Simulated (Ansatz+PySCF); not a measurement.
Values are calculated unless marked as measured or tabulated.
## PySCF 2.14.0 run

```python
from pyscf import gto, scf, cc

mol = gto.M(atom="""
Na 0.000000 0.000000 0.000000
Cl 1.624460 2.165950 4.689410
""", basis='sto-3g', charge=1, spin=1)
mf = scf.UHF(mol)
mf.kernel()
mycc = cc.CCSD(mf, frozen=6).run()
et = mycc.ccsd_t()
print(mf.e_tot, mycc.e_corr, et, mycc.e_tot + et)
```

The script is written out from the run's settings.

The run gave:

```
Converged                       : yes
Reference energy                : -614.32742 hartree
CCSD correlation energy         : -0.03911 hartree
Triples correction              : -0.00164 hartree
Total energy                    : -614.36817 hartree
Spin squared of the determinant : 0.750
```
